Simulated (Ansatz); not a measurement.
# SiP+ (quintet): from Hartree-Fock to the top rungs, def2-TZVPP

One table from this session's results is given with a row withheld; the runs are named, their logs left out.

Method: def2-TZVPP, core rule «outside noble gas», up to 10 orbitals frozen; program: Ansatz 0.2.0, Gaussian basis.

The runs, in order: UHF; ROHF; CCSD(T) on UHF.

2 further runs of the same task are left out: 2 set aside as unsound or not needed.

## What is computed

The geometry is a PBE0/def2-TZVP stationary point (not a proven minimum) of the parent state, kept for this charge and spin.

2 atoms, charge 1, spin multiplicity 5.

Atoms are counted from 1 here; the program's logs count them from 0.

Bond lengths: Si1–P2 2.217 Å.

The first run:

Input file in.yaml:

```yaml
crystal:
  periodic: [false, false, false]
  atoms:
    - {symbol: Si, position_ang: [0.000000, 0.000000, 0.000000]}
    - {symbol: P, position_ang: [0.000000, 0.000000, 2.216600]}
basis:
  gaussian: {orbitals: def2-TZVPP}
total_charge: 1
magnetization: {spin_polarized: true, initial_magnetization: 4}
hamiltonian: {xc: hf}
output: {orbitals: {seedname: orbitals}}
```

The run is started by

```sh
> ansatz run in.yaml --threads 1 --pin off --events-out ev --progress --plain --max-ram 2816MiB --backend cpu
```

Steps of the session up to this table: UHF; ROHF; CCSD(T) on UHF.

One table of the session follows, with a row left open; its other results are not shown here.

| method | from UCCSD(T) (meV) |
| --- | --- |
| ROHF | +5206.2 |
| UHF | ? |
| UMP2 | +1111.9 |
| UCCSD | +250.1 |
| UCCSD(T) | 0 |

Q: Estimate the row for UHF from the others.

As computed: from UCCSD(T) (meV): +5030.3. In the column «from UCCSD(T) (meV)» it lies between UMP2 (+1111.9) and ROHF (+5206.2).
